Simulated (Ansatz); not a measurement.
Basis-set extrapolation for C₂H₅F₂NO, SMILES `NC(F)OCF` (PBE0-D4/def2-TZVP geometry, frozen core, Ansatz). Multiplicity 1, RHF reference.

```json
{"": "HF", "def2-TZVPP": "-407.013788", "def2-QZVPP": "-407.031965"}
{"": "MP2 correlation", "def2-TZVPP": "-1.278184", "def2-QZVPP": "-1.383284"}
{"": "CCSD(T) correlation", "def2-TZVPP": "-1.347906", "def2-QZVPP": "not run"}
```

Energies in hartree. Use E(X) = E(∞) + A·exp(−7.88·√X) for Hartree–Fock and E(X) = E(∞) + B·X^(−2.97) for correlation, with X = 3 and 4, and add CCSD(T) minus MP2 of the smaller set to the MP2 limit.

Task: What is the CCSD(T) energy at the basis-set limit?

Result: HF limit: -407.031965 + (-0.018177) × 0.13774 = -407.03447. MP2 limit: -1.383284 + (-0.105100) × 0.74074 = -1.46114. Higher-order term: -1.347906 − (-1.278184) = -0.06972. Total: -408.56533 hartree, 534.6 kJ/mol below CCSD(T)/def2-TZVPP.
